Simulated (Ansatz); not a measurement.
**SiN2H6: how energies converge with the basis set**

One table from this session's results is given with a row withheld; the runs are named, their logs left out.

Program: Ansatz 0.2.0, Gaussian basis. Level of theory: one geometry, several basis sets. These are calculated values, not measurements.

Levels to be run: PBE0-D4/def2-SVP; ωB97M-V/def2-SVP; PBE0-D4/def2-QZVPP; ωB97M-V/def2-QZVPP; CCSD(T)/cc-pV(D+d)Z; CCSD(T)/cc-pV(T+d)Z; CCSD(T)/cc-pV(Q+d)Z; the functionals' def2-TZVPP values are taken from earlier runs.

## The relaxed structure

An earlier PBE0-D4 in a triple-zeta def2 set relaxation fixed the geometry.

SMILES `N[SiH2]N`, 9 atoms, charge 0, spin multiplicity 1.

Atoms are counted from 1 here; the program's logs count them from 0.

Bond lengths: N1–Si2 1.711 Å, N1–H4 1.007 Å, N1–H5 1.006 Å, Si2–N3 1.711 Å, Si2–H6 1.493 Å, Si2–H7 1.493 Å, N3–H8 1.006 Å, N3–H9 1.007 Å. Angles: Si2–N1–H4 121.6°, Si2–N1–H5 120.5°, H4–N1–H5 112.1°, N1–Si2–N3 108.5°, N1–Si2–H6 103.5°, N1–Si2–H7 117.1°, N3–Si2–H6 117.1°, N3–Si2–H7 103.5°, H6–Si2–H7 107.8°, Si2–N3–H8 120.5°, Si2–N3–H9 121.6°, H8–N3–H9 112.1°.

Set-up of the first run:

The input, in.yaml:

```yaml
crystal:
  periodic: [false, false, false]
  atoms:
    - {symbol: N, position_ang: [-0.804702, 0.131399, -1.204903]}
    - {symbol: Si, position_ang: [0.419995, 0.361846, -0.032559]}
    - {symbol: N, position_ang: [0.157264, -0.738626, 1.250922]}
    - {symbol: H, position_ang: [-0.948321, -0.760188, -1.649553]}
    - {symbol: H, position_ang: [-1.109913, 0.896399, -1.782437]}
    - {symbol: H, position_ang: [0.324649, 1.816307, 0.288739]}
    - {symbol: H, position_ang: [1.824214, 0.078363, -0.451618]}
    - {symbol: H, position_ang: [0.930208, -1.084986, 1.793615]}
    - {symbol: H, position_ang: [-0.704793, -0.746913, 1.770594]}
basis:
  gaussian: {orbitals: def2-SVP}
hamiltonian: {xc: pbe0, dispersion: d4}
output: {orbitals: {seedname: orbitals}}
```

The run is started by

```
> ansatz run in.yaml --threads 2 --pin off --events-out ev --progress --plain --max-ram 22528MiB --backend cpu
```

Steps of the session up to this table: PBE0-D4 in def2-SVP; ωB97M-V in def2-SVP; PBE0-D4 in def2-QZVPP; ωB97M-V in def2-QZVPP.

One table of the session follows, with a row left open; its other results are not shown here.

```
functional       basis  HOMO (eV)  LUMO (eV)
   PBE0-D4    def2-SVP      -6.92       1.83
   PBE0-D4  def2-TZVPP      -7.18       1.02
   PBE0-D4  def2-QZVPP          ?          ?
   ωB97M-V    def2-SVP      -9.25       3.50
   ωB97M-V  def2-TZVPP      -9.54       2.45
   ωB97M-V  def2-QZVPP      -9.59       1.83
```

Q: Estimate the row for PBE0-D4, def2-QZVPP from the others.

The run gave: HOMO (eV): -7.24; LUMO (eV): 0.63. In the column «HOMO (eV)» it lies between ωB97M-V, def2-SVP (-9.25) and PBE0-D4, def2-TZVPP (-7.18).
